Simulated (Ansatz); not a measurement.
# Zirconium, hcp: convergence with the plane-wave cutoff

Computed with Ansatz, LDA, scalar-relativistic PAW, on the relaxed cell (a = 3.144 Å, c = 5.089 Å (c/a = 1.619); spin not included). Errors count from a run at 420 eV on a Γ-centred 19×19×10 mesh with Fermi-Dirac smearing of 0.1 eV, extrapolated to zero width. Fixed here: mesh 12×12×6, Fermi-Dirac width 0.1 eV. The pressure holds a Pulay correction and is unreliable far below the recommended cutoff. The SCF starts from atomic densities corrected by a trained network.

```
cutoff (eV)  E(σ→0) error (meV/atom)  P (GPa)  SCF iterations
        150                   7529.0     5.96               6
        200                   1296.6    -1.42               6
        250                    202.5     0.26               6
        300                     25.1     0.16               6
        350                      4.1     0.10               6
        420                      1.8     0.08               6
        500                      1.5     0.07               6
        600                      1.5     0.07               6
```

Question: What does the run at 800 give (cutoff)?

Answer: E(σ→0) error (meV/atom): 1.4; P (GPa): 0.07; SCF iterations: 6.

Within 5 meV/atom of the last row: from 350 eV on.
